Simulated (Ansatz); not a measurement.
This geometry of H$_{4}$Si (5 atoms, charge 0, multiplicity 1) is a first-order saddle point.

The calculation used RKS B3LYP-D4/def2-SVP in Ansatz.

```xyz
5
Properties=species:S:1:pos:R:3
Si -0.376 0.000 0.386
H 0.898 0.000 1.248
H 1.277 0.000 0.179
H -0.296 1.218 -0.479
H -0.296 -1.218 -0.479
```

Which two structures does it join? (They come from a converged band through this point; their orientation in space is the band's.)

Bonds formed: H2–H3. H4Si becomes H2 + H2Si.

First end point:

```xyz
5
Properties=species:S:1:pos:R:3
Si 0.241 0.000 0.171
H 0.241 0.000 1.661
H 1.647 0.000 -0.326
H -0.461 1.217 -0.326
H -0.461 -1.217 -0.326
```

Last end point:

```xyz
5
Properties=species:S:1:pos:R:3
Si -0.606 0.000 0.448
H 1.053 0.000 1.118
H 1.279 0.000 0.328
H -0.260 1.124 -0.520
H -0.260 -1.124 -0.520
```

How far does it lie above each of them?

2.52 eV above the first and 0.23 eV above the second. This is the barrier of this one path; another mechanism may lie lower.

Time of the run: 48 s on 1 thread of AMD EPYC 7R43 64-Core Processor (Zen 3), on a shared host, peak memory 0.1 GiB.
